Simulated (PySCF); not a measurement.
isobutane (C4H10), SMILES CC(C)C.

Geometry: B3LYP-D3(BJ)/def2-SVP.

Computed with SMD-M06-2X/def2-SVP (PySCF).

Solvation free energies are E(SMD) − E(gas) at the gas-phase geometry, for 1 M in both phases. In vacuum the dipole moment is 0.09 D.

Task: Estimate the solvation free energies in water, diethylether, chloroform. (Estimate from the structure and the level; the computed values follow.)

Result: 
```tsv
solvent	ΔG(solv) (kcal/mol)	its non-electrostatic (CDS) part	dipole (D)
water	2.2	3.0	0.11
diethylether	-2.4	-1.9	0.10
chloroform	-2.6	-2.0	0.10
```
